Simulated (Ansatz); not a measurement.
Question: Name a neutral molecule of C, N and H with size of the dipole moment (ωB97M-V/def2-TZVPP) between 1.40 and 1.70 D and LUMO energy (B3LYP/def2-TZVPP) between 0.75 and 1.05 eV (Ansatz, PBE0-D4/def2-TZVP geometry).

Answer: `N[C@H]1C[C@@H]1N` (1.60 D, 0.90 eV). Other molecules can fit too; these were computed, each in one conformer that needn't be the lowest.

B3LYP here is the variant with VWN-RPA as its local correlation; programs differ in this.
